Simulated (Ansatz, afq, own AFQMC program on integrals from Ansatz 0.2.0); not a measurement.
AFQMC on a folder of integrals that Ansatz 0.2.0 wrote.

```yaml
crystal:
  periodic: [false, false, false]
  atoms:
    - {symbol: Cl, position_ang: [0.000000, 0.000000, -1.294000]}
    - {symbol: H, position_ang: [0.000000, 0.000000, 0.139000]}
    - {symbol: F, position_ang: [0.000000, 0.000000, 1.155000]}
basis:
  gaussian: {orbitals: cc-pVTZ}
magnetization: {spin_polarized: true, initial_magnetization: 1}
correlation: {method: ccsd_t, electrons: outside_noble_gas, hamiltonian_folder: ham}
```

```sh
$ ansatz run in.yaml --threads 1 --pin off --events-out ev --progress --plain --max-ram 24576MiB --backend cuda --devices 0, --max-vram 18GiB
```

Options of the walk:

```
--method phaseless --trial cisd --walkers 2500 --populations 20 --least-time 60 --time-step 0.005 --steps-per-block 50 --equilibration-blocks 28 --max-blocks 4000 --target-error 0.00023 --factor-cut 1e-05 --start spin_pure --seed 3728 --release-times 0.24,0.51,0.99,1.5 --release-step 0.03 --release-every 4 --taylor-order 6
```

Times are imaginary, in 1/Eh. The walk had a cap of 244 s. With eight or more populations the least sampling time is a fifth of least-time, and the error comes from their spread.

```
orbitals 72  electrons 8 7  factors 460 of 469
reference energy -559.47736044 Eh
CCSD correlation -0.47217121 Eh in 10 cycles, weight of the determinant in the CISD state 0.8795
energy of the start -559.946808 Eh
 block  time / (1/Eh)  mean weight  energy / Eh
     1     0.250  0.9999  -559.945872
     2     0.500  0.9999  -559.953980
     3     0.750  1.0001  -559.958349
     4     1.000  0.9999  -559.962922
     5     1.250  0.9998  -559.963360
    10     2.500  0.9995  -559.965079
    15     3.750  1.0000  -559.969049
    20     5.000  0.9999  -559.966769
    25     6.250  1.0006  -559.965856
    30     7.500  0.9998  -559.967599
    35     8.750  1.0001  -559.964514
    39     9.750  0.9992  -559.968652
    40    10.000  1.0000  -559.967374
    45    11.250  0.9998  -559.965745
    50    12.500  0.9992  -559.964566
    55    13.750  0.9994  -559.964438
    60    15.000  0.9996  -559.962907
    61    15.250  0.9998  -559.962617
    65    16.250  1.0000  -559.965192
    70    17.500  1.0005  -559.966587
    75    18.750  1.0001  -559.965697
    78    19.500  1.0003  -559.964699
error from the spread of 20 populations
released: time / (1/Eh)  energy / Eh  error  mean overlap
  0.24  -559.965657  0.000244  0.9906
  0.51  -559.966075  0.000275  0.9785
  0.99  -559.965514  0.000296  0.9726
  1.50  -559.965777  0.000836  0.9945
energy -559.965347 +/- 0.000195 Eh
(rows thinned)
```

(1) Estimate how long the walk took on 1 × NVIDIA H100 80GB HBM3 with 2 threads of AMD EPYC 7R13 Processor (Zen 3), with other jobs on the host (the card was shared).

The run passed its tests (sampling time, drift between the halves within three errors, error under three times the target), which doesn't prove that it has relaxed. The second half of the sampling lies above the first by 2.3 errors of their difference, so the energy may still be moving and its error bar be too small.

Against this walk (error 5.3 meV) on the same determinant: CCSD(T) 21.6 meV higher, CCSDT(Q) 17.4 meV lower. The error is statistical and leaves out the bias of the constraint. Released to 0.99 1/Eh the energy moves by -5 ± 10 meV (both errors), within twice the noise.

Cautions: constraint bias not in the error; the search met a lower determinant of the same kind, perhaps of another symmetry (125 meV lower).

Results:

(1) 96 s of wall time.

CCSDT and higher add their correlation energy to the determinant of the CCSD(T) run, since their own runs factorise the integrals more tightly (a shift of under 2 meV). A walk keeps the symmetry of its determinant, which the program's search chose and which needn't be the lowest solution, so a lower state of the same spin and another symmetry isn't excluded.
